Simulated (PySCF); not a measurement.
Species: borinic acid, BH3O.
InChI=1S/BH3O/c1-2/h2H,1H2

The closed-shell ground state was solved at several levels (PySCF, density fitting, gas phase, non-relativistic). Geometry: PBE0-D3(BJ)/def2-SVP, one conformer, isolated molecule.

```tsv
level	basis functions	total energy (Eh)	HOMO (eV)	LUMO (eV)	gap (eV)	dipole (D)
PBE/pcJ-1	84	-101.7806	-7.33	-1.35	5.98	1.76
PBE0/pcSseg-1	49	-101.7741	-8.83	-0.32	8.51	1.70
B3LYP/pcJ-0	35	-101.7199	-8.56	-0.48	8.08	1.96
B3LYP/6-31G*	34	-101.9046	-8.39	-0.04	8.35	1.73
CAM-B3LYP/pcJ-1	84	-101.8691	-10.32	0.78	11.10	1.75
B97-2/pcJ-1	84	-101.8759	-8.60	-0.32	8.28	1.72
KT2/pcJ-1	84	-103.4844	-7.43	-1.30	6.13	1.70
B3LYP/pcJ-1	84	-101.9207	-8.64	-0.58	8.06	1.74
B3LYP/cc-pVTZ	102	-101.9569	-8.62	-0.60	8.02	1.60
B3LYP/def2-TZVP	80	-101.9591	-8.64	-0.67	7.97	1.63
```

**Question.** What might BHandHLYP/pcJ-1 (84 basis functions) give for the same quantities?

**Answer.** Total energy -101.8591 Eh, HOMO -10.31 eV, LUMO 0.70 eV, gap 11.01 eV, dipole 1.72 D.

**Question.** Over all these levels, which gives the widest orbital gap and which the narrowest?

**Answer.** CAM-B3LYP/pcJ-1 (range-separated hybrid) has the widest, 11.10 eV, and PBE/pcJ-1 (GGA) the narrowest, 5.98 eV. The two share the basis. From the narrowest to the widest the HOMO moves by -2.99 eV and the LUMO by +2.13 eV.

**Question.** How much does the basis alone move the frontier levels among the 5 B3LYP rows?

**Answer.** The HOMO by 0.25 eV and the LUMO by 0.63 eV. By rising basis size (HOMO, LUMO in eV): 6-31G* -8.39, -0.04; pcJ-0 -8.56, -0.48; def2-TZVP -8.64, -0.67; pcJ-1 -8.64, -0.58; cc-pVTZ -8.62, -0.60.

**Question.** In the pcJ-1 basis, how does the gap go with the fixed share of exact exchange?

**Answer.** PBE (0 %) 5.98 eV; KT2 (0 %) 6.13 eV; B3LYP (20 %) 8.06 eV; B97-2 (21 %) 8.28 eV; BHandHLYP (50 %) 11.01 eV. Each rise in the share widens the gap here.

**Question.** How far do the dipole and the HOMO energy spread over the levels?

**Answer.** The dipole runs from 1.60 to 1.96 D (mean 1.73 D) and the HOMO from -10.32 to -7.33 eV.
